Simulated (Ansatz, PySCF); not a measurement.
Dissociation curve of SMILES ClB(Cl)Cl. The B1–Cl4 bond (B1 also carries Cl, Cl; Cl4 carries nothing else) is varied alone, starting from the PBE0/def2-TZVP optimised geometry.

- UKS-LDA (SVWN5)/6-31G* = unrestricted LDA (SVWN5)/6-31G*, spherical d run with PySCF
- UKS-B3LYP/6-31G* = unrestricted B3LYP/6-31G*, spherical d (PySCF)
- UHF/cc-pVTZ (Ansatz, a quantum-chemistry and plane-wave program)

Energies are in kJ/mol, each relative to the lowest point of its own curve near equilibrium.

```csv
R / Å,UKS-LDA (SVWN5)/6-31G*,UKS-B3LYP/6-31G*,UHF
1.40,251.3,270.0,268.8
1.49,113.5,126.2,124.9
1.57,44.9,52.9,51.6
1.63,16.6,21.6,20.5
1.67,6.1,9.2,8.3
1.74,0.0,0.0,0.0
1.80,4.1,1.8,2.9
1.84,10.4,(withheld),(withheld)
1.92,29.2,23.0,27.3
2.00,53.7,45.3,52.5
2.14,103.6,(withheld),105.5
2.36,185.7,170.1,196.2
2.61,271.2,252.4,286.4
2.86,343.4,322.8,330.7
3.09,397.7,372.7,349.8
3.44,459.7,416.8,362.1
3.82,496.8,442.4,(withheld)
4.24,518.0,457.8,(withheld)
4.69,529.8,466.5,(withheld)
5.30,537.3,471.9,369.2
6.10,—,474.4,369.3
```

Q: What belongs in the gaps?

A: 
- 1.84, UKS-B3LYP/6-31G*: 6.7
- 1.84, UHF: 8.7
- 2.14, UKS-B3LYP/6-31G*: 91.9
- 3.82, UHF: 366.7
- 4.24, UHF: 368.4
- 4.69, UHF: 368.9

Dashes: no converged value, or the column stops at the first point that the program doubted or that broke a chosen test of continuity, which isn't proof of a fault.

The unrestricted solution behind UKS-LDA (SVWN5)/6-31G* changes between 5.30 and 6.10 Å, which can leave a kink. The unrestricted determinant behind UKS-LDA (SVWN5)/6-31G* is spin-contaminated at 3.44 to 6.10 Å (<S²> up to 1.2, against 0.00 for a pure singlet). The unrestricted determinant behind UKS-B3LYP/6-31G* is spin-contaminated at 3.09 to 6.10 Å (<S²> up to 0.9, against 0.00 for a pure singlet). The unrestricted determinant behind UHF is spin-contaminated at 2.61 to 6.10 Å (<S²> up to 1.0, against 0.00 for a pure singlet).
